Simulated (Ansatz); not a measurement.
## Worked example: correlation energy of HAl–AlH, triplet

Geometry: a PBE0/def2-TZVP stationary point for this spin, not checked as a minimum.

```xyz
4

Al    0.0000    0.0000    1.1500
Al    0.0000    0.0000   -1.1500
H     0.0000    0.0000    2.7245
H     0.0000    0.0000   -2.7245
```

Basis 6-31G; Ansatz 0.2.0. Correlated methods freeze the noble-gas cores, which leaves 8 electrons in 20 orbitals. R marks a restricted (for open shells ROHF) determinant, U an unrestricted one.

Full CI is exact within this basis and frozen core; it isn't the basis-set limit. The frozen core follows each run's orbitals, which can shift R against U totals by a few meV.

Runs differ by some tens of microhartree through their thresholds and, for an open shell, their frozen cores, so steps under 0.1 kcal/mol mean nothing.

```csv
level,total energy (hartree)
UHF,-484.857697
UMP2,-484.914169
UCCSD,-484.938241
UCCSD(T),-484.940050
UCCSDT,-484.940884
UCCSDT(Q),-484.941046
full CI,-484.941117
```

Question: What is the correlation energy at full CI, and what share of it do UMP2 and UCCSD recover?

Answer: E(corr) = -484.941117 − (-484.857697) = -0.083420 hartree = -2.270 eV. UMP2: -0.056472 / -0.083420 = 67.70 %. UCCSD: -0.080544 / -0.083420 = 96.55 %.

Question: By how many kcal/mol does UCCSD(T) miss full CI (1 hartree = 627.509 kcal/mol), and which steps make up the rest?

Answer: -484.940050 − (-484.941117) = 0.001067 hartree = 0.67 kcal/mol. Steps: UCCSDT − UCCSD(T) = -0.52, UCCSDT(Q) − UCCSDT = -0.10, full CI − UCCSDT(Q) = -0.04 kcal/mol. That is within 1 kcal/mol of the reference in this basis, which itself misses far more of the correlation at the basis-set limit.
